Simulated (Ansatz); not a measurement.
## hcp Sc: Voigt–Reuss–Hill bulk modulus by level of theory

No measured value is used here.

```
level (code)     value (GPa)  cell (Å³/atom)
---------------  -----------  --------------
LDA (Ansatz)            61.6           22.53
PBE (Ansatz)            54.3           24.65
PBEsol (Ansatz)         57.3           23.65
r²SCAN (Ansatz)         55.0           24.92
HSE06 (Ansatz)          55.7           25.25
```

The crystal itself was run without spin with LDA, PBE, PBEsol, r²SCAN, HSE06; a magnetic state was not tried in these runs. HSE06: hybrids on metals are sensitive to the k mesh. Each level is taken at its own relaxed cell. Cutoffs and k meshes differ between the levels. Ansatz's density-functional and Hartree–Fock values are scalar-relativistic unless marked +SOC, with PAW data made under PBE.

Ansatz is a program for electronic structure.
